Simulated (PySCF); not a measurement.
Species: C₅H₆S.
Numbering: `[CH2:1]=[CH:2]/[CH:3]=[CH:4]/[CH:5]=[S:6]` (hydrogens: H7, H8 on C1; H9 on C2; H10 on C3; H11 on C4; H12 on C5)

Computed by this run: BHandHLYP/cc-pVDZ geometry optimisation, gas phase (PySCF 2.14.0); density fitting, grid level 1; the optimiser is geomeTRIC in internal coordinates, started from a GFN2-xTB structure.

Geometry at step 2:
```
atom  x, y, z in Å
C1     -2.4488   -0.1798    0.0364
C2     -1.2722    0.4377   -0.0748
C3     -0.0039   -0.2573   -0.0249
C4      1.1997    0.3350   -0.1348
C5      2.4274   -0.4138   -0.0768
S6      3.9066    0.2512   -0.2008
H7     -3.3836    0.3669   -0.0050
H8     -2.5104   -1.2554    0.1727
H9     -1.2360    1.5156   -0.2100
H10    -0.0462   -1.3362    0.1120
H11     1.2797    1.4095   -0.2714
H12     2.3167   -1.4926    0.0622
```

**Question.** Give the atomic forces at this geometry.

**Answer.** 
```json
{"atom": "C1", "Fx (eV/Å)": "-0.008", "Fy (eV/Å)": "-0.004", "Fz (eV/Å)": "0.002"}
{"atom": "C2", "Fx (eV/Å)": "0.049", "Fy (eV/Å)": "0.013", "Fz (eV/Å)": "-0.001"}
{"atom": "C3", "Fx (eV/Å)": "-0.042", "Fy (eV/Å)": "-0.037", "Fz (eV/Å)": "0.005"}
{"atom": "C4", "Fx (eV/Å)": "-0.084", "Fy (eV/Å)": "-0.084", "Fz (eV/Å)": "0.012"}
{"atom": "C5", "Fx (eV/Å)": "-0.060", "Fy (eV/Å)": "0.175", "Fz (eV/Å)": "-0.010"}
{"atom": "S6", "Fx (eV/Å)": "0.117", "Fy (eV/Å)": "-0.075", "Fz (eV/Å)": "0.003"}
{"atom": "H7", "Fx (eV/Å)": "0.005", "Fy (eV/Å)": "0.010", "Fz (eV/Å)": "-0.001"}
{"atom": "H8", "Fx (eV/Å)": "0.003", "Fy (eV/Å)": "-0.004", "Fz (eV/Å)": "-0.001"}
{"atom": "H9", "Fx (eV/Å)": "-0.008", "Fy (eV/Å)": "0.002", "Fz (eV/Å)": "-0.002"}
{"atom": "H10", "Fx (eV/Å)": "0.003", "Fy (eV/Å)": "-0.009", "Fz (eV/Å)": "0.000"}
{"atom": "H11", "Fx (eV/Å)": "0.011", "Fy (eV/Å)": "-0.014", "Fz (eV/Å)": "0.000"}
{"atom": "H12", "Fx (eV/Å)": "0.012", "Fy (eV/Å)": "0.028", "Fz (eV/Å)": "-0.008"}
```

The largest, 0.19 eV/Å, acts on C5; the rms over all components is 0.046 eV/Å. The forces sum to zero within rounding, as they must for an isolated molecule in no field.

**Question.** Give the force on C5 in Eh/bohr and in nN.

**Answer.** 0.185 eV/Å ÷ 51.422 = 0.00360 Eh/bohr, and 0.185 eV/Å × 1.602 = 0.30 nN.

**Question.** How far is this geometry from the end of the optimisation?

**Answer.** 0.002 eV above it, and 0.010 Å rms away after alignment. The bonds farthest from their final lengths, with half the difference of the two atoms' forces along the bond (positive lengthens):

```
 bond  now (Å)  final (Å)  force along bond (eV/Å)
C4–C5    1.439      1.438                    -0.06
```

The angle farthest from its final value is C4–C5–S6, 124.1° against 125.5°.

What follows is the cost of the whole optimisation. The run took 18 s on one thread of an Arm Neoverse V2, shared host, and the process peaked at 0.53 GiB of memory.
